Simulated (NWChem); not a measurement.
System: tert-butyl cation (C₄H₉ cation); SMILES C[C+](C)C

Output (shortened):

```
             Northwest Computational Chemistry Package (NWChem) 7.3.0
             --------------------------------------------------------

 C3  symmetry detected

                             Geometry "geometry" -> ""
                             -------------------------

 Output coordinates in angstroms (scale by  1.889725989 to convert to a.u.)

  No.       Tag          Charge          X              Y              Z
 ---- ---------------- ---------- -------------- -------------- --------------
    1 C                    6.0000     0.35701799    -1.40540998    -0.01264745
    2 C                    6.0000     0.00000000    -0.00000000    -0.03214169
    3 C                    6.0000     1.03861175     1.01189164    -0.01264745
    4 C                    6.0000    -1.39562974     0.39351834    -0.01264745
    5 H                    1.0000     0.43613294    -1.71688095     1.03823924
    6 H                    1.0000     1.33418839    -1.60613126    -0.44903560
    7 H                    1.0000    -0.40588341    -2.04816364    -0.44903559
    8 H                    1.0000     1.26879605     1.23614268     1.03823924
    9 H                    1.0000     0.72385627     1.95850667    -0.44903560
   10 H                    1.0000     1.97670345     0.67257647    -0.44903559
   11 H                    1.0000    -1.70492898     0.48073827     1.03823924
   12 H                    1.0000    -1.57082003     1.37558717    -0.44903559
   13 H                    1.0000    -2.05804467    -0.35237541    -0.44903560

 Effective nuclear repulsion energy (a.u.)     127.9195196143

      Symmetry information
      --------------------

 Group name             C3
 Group number              5
 Group order               3
 No. of unique centers     5

                                Z-matrix (autoz)
                                --------

 Units are Angstrom for bonds and degrees for angles

[...]

      ----------------------
      Optimization converged
      ----------------------

  Step       Energy      Delta E   Gmax     Grms     Xrms     Xmax
  ---- ---------------- -------- -------- -------- -------- --------
@    3    -157.20091235 -3.6D-05  0.00030  0.00013  0.00595  0.01608
                                     ok       ok       ok       ok

                                Z-matrix (autoz)
                                --------

 Units are Angstrom for bonds and degrees for angles

      Type          Name      I     J     K     L     M      Value     Gradient
      ----------- --------  ----- ----- ----- ----- ----- ---------- ----------
    1 Stretch                  1     2                       1.46669   -0.00014
    2 Stretch                  1     5                       1.12373   -0.00030
    3 Stretch                  1     6                       1.10659   -0.00024
    4 Stretch                  1     7                       1.10658   -0.00024
    5 Stretch                  2     3                       1.46669   -0.00014
    6 Stretch                  2     4                       1.46669   -0.00014
    7 Stretch                  3     8                       1.12373   -0.00030
    8 Stretch                  3     9                       1.10659   -0.00024
    9 Stretch                  3    10                       1.10658   -0.00024
   10 Stretch                  4    11                       1.12373   -0.00030
   11 Stretch                  4    12                       1.10658   -0.00024
   12 Stretch                  4    13                       1.10659   -0.00024
   13 Bend                     1     2     3               119.95293    0.00000
   14 Bend                     1     2     4               119.95293    0.00000
   15 Bend                     2     1     5               105.14591   -0.00011
   16 Bend                     2     1     6               113.68352   -0.00005
   17 Bend                     2     1     7               113.67668   -0.00005
   18 Bend                     2     3     8               105.14591   -0.00011
   19 Bend                     2     3     9               113.68352   -0.00005
   20 Bend                     2     3    10               113.67668   -0.00005
   21 Bend                     2     4    11               105.14591   -0.00011
   22 Bend                     2     4    12               113.67668   -0.00005
   23 Bend                     2     4    13               113.68352   -0.00005
   24 Bend                     3     2     4               119.95293    0.00000
   25 Bend                     5     1     6               105.30562    0.00007
   26 Bend                     5     1     7               105.29139    0.00007
   27 Bend                     6     1     7               112.67187    0.00008
   28 Bend                     8     3     9               105.30562    0.00007
   29 Bend                     8     3    10               105.29139    0.00007
   30 Bend                     9     3    10               112.67187    0.00008
   31 Bend                    11     4    12               105.29139    0.00007
   32 Bend                    11     4    13               105.30562    0.00007
   33 Bend                    12     4    13               112.67187    0.00008
   34 Torsion                  1     2     3     8         -87.82783   -0.00008
   35 Torsion                  1     2     3     9         157.50511   -0.00007
   36 Torsion                  1     2     3    10          26.81872   -0.00009
   37 Torsion                  1     2     4    11          87.85126    0.00007
   38 Torsion                  1     2     4    12        -157.50218    0.00006
   39 Torsion                  1     2     4    13         -26.81580    0.00008
   40 Torsion                  3     2     1     5          87.85126    0.00007
   41 Torsion                  3     2     1     6         -26.81580    0.00008
   42 Torsion                  3     2     1     7        -157.50218    0.00006
   43 Torsion                  3     2     4    11         -87.82783   -0.00008
   44 Torsion                  3     2     4    12          26.81872   -0.00009
   45 Torsion                  3     2     4    13         157.50511   -0.00007
   46 Torsion                  4     2     1     5         -87.82783   -0.00008
   47 Torsion                  4     2     1     6         157.50511   -0.00007
   48 Torsion                  4     2     1     7          26.81872   -0.00009
   49 Torsion                  4     2     3     8          87.85126    0.00007
   50 Torsion                  4     2     3     9         -26.81580    0.00008
   51 Torsion                  4     2     3    10        -157.50218    0.00006

                         Geometry "geometry" -> "geometry"
                         ---------------------------------

 Output coordinates in angstroms (scale by  1.889725989 to convert to a.u.)

[...]
```

Level: PBE/def2-SVP. 

Problem. Write an input that gives this output.

Solution. Several could match; the one computed here: the input that was run:
```
start job
memory heap 200 mb stack 900 mb global 1100 mb
charge 1
geometry units angstroms
  C     -0.371314     1.381398     0.237768
  C     -0.006578    -0.005674     0.023255
  C      1.351293    -0.445850     0.279092
  C     -0.984216    -0.939203    -0.501880
  H     -0.174874     1.928042    -0.695092
  H      0.236808     1.872870     0.995547
  H     -1.432686     1.520205     0.437283
  H      1.929516    -0.304181    -0.644609
  H      1.422529    -1.508453     0.505778
  H      1.860651     0.150385     1.034502
  H     -0.923569    -0.906867    -1.598654
  H     -0.779075    -1.973520    -0.230418
  H     -2.010448    -0.667346    -0.259958
end
basis spherical
  C library def2-svp
  H library def2-svp
end
dft
  xc xpbe96 cpbe96
  iterations 150
end
driver
  maxiter 150
  loose
end
task dft optimize
```
